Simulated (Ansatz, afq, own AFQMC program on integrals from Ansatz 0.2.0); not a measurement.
O⁺, quartet in aug-cc-pVTZ, levels against full CI

A free O cation.

Basis aug-cc-pVTZ. Only valence electrons are correlated. Ansatz 0.2.0 and our own AFQMC program on the same integrals; the CISD trial comes from CCSD amplitudes, and released means the phaseless constraint is let go. Free AFQMC starts from the CCSD state and is never constrained. Its projection time is finite, and what remains of the start isn't in its error. ± is one standard error of the sampling.

Determinant: UHF, the one that the program's search chose, which needn't be the lowest solution.

Full CI on the same integrals is exact in this basis and with this determinant's frozen core.

```
T1 diagnostic                               : 0.0041
weight of the determinant in the CISD state : 0.975
⟨S²⟩ of the determinant                     : 3.755
size of the correlated space                : 5 electrons in 45 orbitals
```

Reference: full CI, correlation energy -3.137 eV. The released energy is read at 2.40 1/Eh (meV from the phaseless value at times in 1/Eh: -0.7 ± 0.4 at 0.24, -0.8 ± 0.3 at 0.51, -0.6 ± 0.3 at 0.99, -1.0 ± 0.3 at 1.62, -1.6 ± 0.4 at 2.40).

```csv
level,E − E(reference) (meV),share of correlation (%)
HF,3137.2,0.00
MP2,458.3,85.39
CCSD,51.9,98.34
CCSD(T),6.5,99.79
CCSDT,0.6,99.98
CCSDT(Q),0.0,100.00
ph-AFQMC/HF,40.1 ± 7.7,98.72
ph-AFQMC/CISD,0.9 ± 0.3,99.97
released AFQMC,-0.8 ± 0.4,100.02
free AFQMC,0.7 ± 0.7,99.98
```

CCSDT and higher add their correlation energy to the determinant of the CCSD(T) run, since their own runs factorise the integrals more tightly (a shift of under 2 meV). Free projections are given only where their last times agree within the noise and don't stop above the reference; a slow remainder of the start can still hide under it. A walk keeps the symmetry of its determinant, which the program's search chose and which needn't be the lowest solution, so a lower state of the same spin and another symmetry isn't excluded. Released energies are given only where the last usable release times agree within the noise; a slower fall can still hide under it.
